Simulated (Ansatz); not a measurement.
The inner images of a band of BClH2 + FH (6 atoms, charge 0, multiplicity 1) are given out of order.

Theory: Ansatz 0.2.0, RKS PBE-D4/def2-SVP.

Initial state:

```xyz
6
Properties=species:S:1:pos:R:3
B -0.035 0.127 0.019
H -0.072 0.486 1.185
H 1.007 0.015 -0.584
Cl -1.532 0.284 -0.902
F -0.096 -1.839 0.726
H -0.176 -1.455 1.583
```

Final state:

```xyz
6
Properties=species:S:1:pos:R:3
B -0.032 -0.571 -0.636
H -0.319 0.212 2.271
H 1.061 -0.053 -0.692
Cl -1.487 0.351 -0.974
F -0.145 -1.854 -0.329
H 0.018 -0.468 2.387
```

Q: Put them in order from the first end to the last, with their energies above the first end.
A.
```xyz
6
Properties=species:S:1:pos:R:3
B -0.057 -0.549 -0.427
H -0.151 0.216 1.883
H 1.013 0.017 -0.451
Cl -1.536 0.310 -0.836
F -0.126 -1.843 -0.146
H -0.048 -0.535 2.002
```
B.
```xyz
6
Properties=species:S:1:pos:R:3
B -0.062 -0.382 -0.008
H -0.084 0.188 1.377
H 1.011 0.008 -0.429
Cl -1.540 0.248 -0.783
F -0.118 -1.774 0.431
H -0.112 -0.671 1.437
```
C.
```xyz
6
Properties=species:S:1:pos:R:3
B -0.062 -0.504 -0.140
H -0.092 0.215 1.499
H 1.002 0.021 -0.398
Cl -1.546 0.254 -0.757
F -0.109 -1.812 0.225
H -0.098 -0.558 1.597
```
D.
```xyz
6
Properties=species:S:1:pos:R:3
B -0.047 0.013 0.042
H -0.089 0.326 1.243
H 1.021 -0.003 -0.521
Cl -1.537 0.266 -0.862
F -0.119 -1.822 0.708
H -0.135 -1.163 1.416
```
E.
```xyz
6
Properties=species:S:1:pos:R:3
B -0.061 -0.540 -0.297
H -0.107 0.220 1.679
H 1.007 0.020 -0.403
Cl -1.545 0.290 -0.770
F -0.121 -1.834 0.019
H -0.077 -0.538 1.798
```
F.
```xyz
6
Properties=species:S:1:pos:R:3
B -0.051 -0.562 -0.537
H -0.215 0.223 2.078
H 1.025 -0.007 -0.528
Cl -1.518 0.324 -0.925
F -0.137 -1.856 -0.272
H -0.009 -0.505 2.209
```
G.
```xyz
6
Properties=species:S:1:pos:R:3
B -0.057 -0.196 0.043
H -0.085 0.209 1.305
H 1.025 0.000 -0.458
Cl -1.542 0.248 -0.814
F -0.123 -1.755 0.600
H -0.123 -0.888 1.349
```

A: D (+1.4 kcal/mol), G (+6.3 kcal/mol), B (-5.7 kcal/mol), C (-21.2 kcal/mol), E (-28.1 kcal/mol), A (-30.9 kcal/mol), F (-31.8 kcal/mol).

The run took 4.1 min on 1 thread of Arm Neoverse V2, with other jobs on the host, peak memory 0.1 GiB.
